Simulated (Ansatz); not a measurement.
# CF+ (triplet): wave-function methods side by side, cc-pVTZ

The task here is to estimate one member of a computed series from the others.

Computed with Ansatz 0.2.0, Gaussian basis. Level: cc-pVTZ, core rule «outside noble gas», up to 2 orbitals frozen.

To be run: UHF; CCSD(T) on ROHF; CCSD(T) on UHF; BCCD(T) on ROHF; CISD as a restricted active space (open shells left free, so some higher excitations enter); CCSDT(Q) on ROHF; CCSDT(Q) on UHF; CASSCF and MRCISD+Q, 10 electrons in 8 orbitals; CASSCF and NEVPT2, 10 electrons in 8 orbitals.

10 further runs of the same task are left out: 3 that didn't finish, 7 set aside as unsound or not needed. Runs told in other sessions of the task aren't counted.

### The geometry

The geometry is a PBE0/def2-TZVP stationary point (not a proven minimum).

2 atoms, charge 1, spin multiplicity 3.

Atoms are counted from 1 here; the program's logs count them from 0.

Bond lengths: C1–F2 1.207 Å.

Coordinates:

```
C     0.0000    0.0000    0.0000
F     0.0000    0.0000    1.2067
```

Set-up of the first run:

Input file in.yaml:

```yaml
crystal:
  periodic: [false, false, false]
  atoms:
    - {symbol: C, position_ang: [0.000000, 0.000000, 0.000000]}
    - {symbol: F, position_ang: [0.000000, 0.000000, 1.206700]}
basis:
  gaussian: {orbitals: cc-pVTZ}
total_charge: 1
magnetization: {spin_polarized: true, initial_magnetization: 2}
hamiltonian: {xc: hf}
output: {orbitals: {seedname: orbitals}}
```

On the command line:

```sh
$ ansatz run in.yaml --threads 1 --pin off --events-out ev --progress --plain --max-ram 2393MiB
```

Steps of the session up to this table: UHF; CCSD(T) on ROHF; CCSD(T) on UHF; BCCD(T) on ROHF; CISD as a restricted active space (open shells left free, so some higher excitations enter); CCSDT(Q) on ROHF; CCSDT(Q) on UHF; CASSCF and MRCISD+Q, 10 electrons in 8 orbitals; CASSCF and NEVPT2, 10 electrons in 8 orbitals.

One table of the session follows, with a row left open; its other results are not shown here.

It belongs to the step «Misses and costs». 

| method | from UCCSDT(Q) (kJ/mol) |
| --- | --- |
| ROHF | +878.5 |
| UHF | +870.3 |
| RMP2 | +53.0 |
| UMP2 | +50.3 |
| CISD | +71.7 |
| RCCSD | +34.4 |
| UCCSD | +34.3 |
| RCCSD(T) | +3.0 |
| UCCSD(T) | +3.0 |
| BCCD(T) | +3.0 |
| RCCSDT | +1.3 |
| UCCSDT | +1.3 |
| RCCSDT(Q) | +0.9 |
| UCCSDT(Q) | 0 |
| CASSCF valence | ? |
| NEVPT2 valence | +93.9 |
| MRCISD valence | +34.0 |
| MRCISD+Q valence | +6.5 |

Q: Estimate the row for CASSCF valence from the others.

**Answer.** from UCCSDT(Q) (kJ/mol): +662.9. In the column «from UCCSDT(Q) (kJ/mol)» it lies between NEVPT2 valence (+93.9) and UHF (+870.3).

Limits of these values: Restricted and unrestricted rows rest on different reference determinants; a gap between their highest levels can come from leftover correlation error, from unlike frozen cores or from another state.
